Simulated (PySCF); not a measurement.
Point-charge models of `CC#CCC#N` against its computed dipole.

Coordinates (PBE0-D3(BJ)/def2-SVP, Å) and charges (e) from the PBE0/pcSseg-1 density (PySCF):

| atom | x | y | z | Mulliken | IAO | Hirshfeld | ESP-fitted |
| --- | --- | --- | --- | --- | --- | --- | --- |
| C1 | 2.466 | -0.339 | 0.170 | -0.2149 | -0.4294 | -0.0907 | -0.4841 |
| C2 | 1.021 | -0.390 | 0.036 | -0.1845 | -0.0219 | -0.0389 | +0.0226 |
| C3 | -0.184 | -0.429 | -0.077 | -0.0846 | -0.0832 | -0.0670 | -0.0760 |
| C4 | -1.637 | -0.468 | -0.215 | -0.1968 | -0.2963 | -0.0196 | -0.3985 |
| C5 | -2.210 | 0.809 | -0.646 | +0.0672 | +0.1458 | +0.0875 | +0.4457 |
| N6 | -2.670 | 1.814 | -0.986 | -0.2457 | -0.2350 | -0.2205 | -0.4668 |
| H7 | 2.790 | -0.757 | 1.136 | +0.1541 | +0.1720 | +0.0623 | +0.1771 |
| H8 | 2.960 | -0.910 | -0.631 | +0.1546 | +0.1721 | +0.0624 | +0.1791 |
| H9 | 2.827 | 0.700 | 0.116 | +0.1582 | +0.1752 | +0.0645 | +0.1890 |
| H10 | -2.110 | -0.749 | 0.742 | +0.1962 | +0.2004 | +0.0799 | +0.2053 |
| H11 | -1.937 | -1.241 | -0.944 | +0.1962 | +0.2004 | +0.0799 | +0.2066 |

Task: Compute μ = Σ q r for each scheme (1 e·Å = 4.803 D) and compare with the dipole of the full density.

Result: The full density gives (2.33, -3.27, 1.20) D, 4.19 D in size; dipole vectors point from the negative to the positive end.

```json
{"scheme": "Mulliken", "μx": "3.21", "μy": "-3.15", "μz": "1.25", "size (D)": "4.66", "share of the full size (%)": "111", "angle to the full dipole (°)": "10"}
{"scheme": "IAO", "μx": "1.91", "μy": "-2.61", "μz": "0.96", "size (D)": "3.37", "share of the full size (%)": "80", "angle to the full dipole (°)": "1"}
{"scheme": "Hirshfeld", "μx": "1.89", "μy": "-2.22", "μz": "0.85", "size (D)": "3.04", "share of the full size (%)": "73", "angle to the full dipole (°)": "5"}
{"scheme": "ESP-fitted", "μx": "2.32", "μy": "-3.30", "μz": "1.20", "size (D)": "4.20", "share of the full size (%)": "100", "angle to the full dipole (°)": "0"}
```

Task: Which set comes closest?

Result: Length of the difference vector: ESP-fitted 0.03 D, IAO 0.82 D, Mulliken 0.89 D, Hirshfeld 1.19 D. Closest: ESP-fitted. ESP charges are fitted to the potential around the molecule, whose slowest-falling term is the dipole's. 

Task: What is left for the Hirshfeld atoms' own dipoles?

Result: The Hirshfeld atoms' densities add up to the full density, so μ = Σ q r + Σ (atomic dipoles). The atomic dipoles sum to (2.33, -3.27, 1.20) − (1.89, -2.22, 0.85) = (0.44, -1.05, 0.35) D, 1.19 D in size.

Task: With the origin at the mean of the coordinates, (0.120, -0.178, -0.118) Å, which are the largest single terms, by size, of the Mulliken dipole along the direction of the full one?

Result: N6 +3.96, H7 +1.70, C1 -1.56, H8 +1.49, C4 +0.73 D; all 11 atoms together +4.60 D. The single terms depend on the origin, their sum doesn't.

Task: Give the size of the full dipole in other units.

Result: 4.19 D = 1.649 au = 0.873 e·Å = 13.98 × 10⁻³⁰ C·m.

Isolated species at its PBE0-D3(BJ)/def2-SVP geometry, gas phase.
